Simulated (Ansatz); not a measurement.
**AlSiH (singlet): from Hartree-Fock to the top rungs at scale of all distances = 1.734, 6-31G**

Aim: climb from Hartree-Fock through coupled cluster and multireference methods for AlSiH (singlet) at one geometry and basis, and see what each rung misses.

Computed with Ansatz 0.2.0, Gaussian basis. Level: 6-31G, core rule «outside noble gas», up to 10 orbitals frozen.

Plan: UHF; CCSD(T) on RHF; CCSD(T) on UHF; BCCD(T) on RHF; CISD; CCSDT(Q) on RHF; CCSDT(Q) on UHF; CISDTQ; CCSDTQ on RHF; CCSDTQ on UHF; CASSCF and MRCISD+Q, 2 electrons in 2 orbitals; CASSCF and NEVPT2, 2 electrons in 2 orbitals; CASSCF and MRCISD+Q, 8 electrons in 9 orbitals; CASSCF and NEVPT4(SD), 8 electrons in 9 orbitals; CASSCF and NEVPT2, 8 electrons in 9 orbitals; Full CI.

34 further runs of the same task are left out: 30 that didn't finish, 4 set aside as unsound or not needed. Runs told in other sessions of the task aren't counted.

### 1 The geometry

The geometry derives from a PBE0/def2-TZVP stationary point (not a proven minimum). All distances are scaled together.

3 atoms, charge 0, spin multiplicity 1.

Atoms are counted from 1 here; the program's logs count them from 0.

No contacts short enough for the rule that draws bonds.

### 2 UHF

Contents of in.yaml:

```yaml
crystal:
  periodic: [false, false, false]
  atoms:
    - {symbol: Si, position_ang: [0.000000, -0.114461, 2.215549]}
    - {symbol: Al, position_ang: [0.000000, 0.024894, -2.371403]}
    - {symbol: H, position_ang: [0.000000, 2.522993, 1.745442]}
basis:
  gaussian: {orbitals: 6-31G}
magnetization: {spin_polarized: true, initial_magnetization: 0}
hamiltonian: {xc: hf}
output: {orbitals: {seedname: orbitals}}
```

Run with:

```bash
> ansatz run in.yaml --threads 1 --pin off --events-out ev --progress --plain --max-ram 2393MiB
```

After this run come: CCSD(T) on RHF; CCSD(T) on UHF; BCCD(T) on RHF; CISD; CCSDT(Q) on RHF; CCSDT(Q) on UHF; CISDTQ; CCSDTQ on RHF; CCSDTQ on UHF; CASSCF and MRCISD+Q, 2 electrons in 2 orbitals; CASSCF and NEVPT2, 2 electrons in 2 orbitals; CASSCF and MRCISD+Q, 8 electrons in 9 orbitals; CASSCF and NEVPT4(SD), 8 electrons in 9 orbitals; CASSCF and NEVPT2, 8 electrons in 9 orbitals; Full CI.

Before running them: what should the planned runs give, taken together? Wanted: FCI from the RHF energy; RMP2 from FCI; UMP2 from FCI; RCCSD from FCI; RCCSD(T) from FCI; UCCSD(T) from FCI; RCCSDT(Q) from FCI; UCCSDT(Q) from FCI; NEVPT2 pair from FCI.

The runs gave:

| quantity | value |
| --- | --- |
| FCI from the RHF energy | -4.3016 eV |
| RMP2 from FCI | +1868.1 meV |
| UMP2 from FCI | +1065.5 meV |
| RCCSD from FCI | +176.6 meV |
| RCCSD(T) from FCI | -58.1 meV |
| UCCSD(T) from FCI | +51.4 meV |
| RCCSDT(Q) from FCI | -23.0 meV |
| UCCSDT(Q) from FCI | -26.6 meV |
| NEVPT2 pair from FCI | +1238.9 meV |
| MRCISD+Q pair from FCI | -214.6 meV |
| NEVPT2 valence from FCI | +203.1 meV |
| levels within 1 kcal/mol (43 meV) | BCCD(T), RCCSDT, UCCSDT, RCCSDT(Q), UCCSDT(Q), RCCSDTQ, MRCISD valence, MRCISD+Q valence |
| T1 diagnostic | 0.096 |
| effectively unpaired electrons | 1.63 |

In words: RCCSD(T) misses by -58.1 meV, 1.3 % of the correlation energy. CCSD(T) misses by -58.1 meV on the restricted determinant and by +51.4 meV on the unrestricted one; the two need not hold the same state or core. RCCSD(T), BCCD(T), UCCSDT, RCCSDT(Q), UCCSDT(Q), UCCSDTQ, MRCISD+Q pair fall below full CI: unrestricted runs freeze a spin-polarised core, another one than full CI's, and coupled cluster isn't variational. With 1.6 effectively unpaired electrons against 0 the state is strongly multireference. Coupled cluster on one determinant still stays close here. Of the multireference levels listed MRCISD+Q valence comes nearest in total energy (+12.9 meV), which doesn't show that its space is the better one. These misses are within one basis, not against nature.
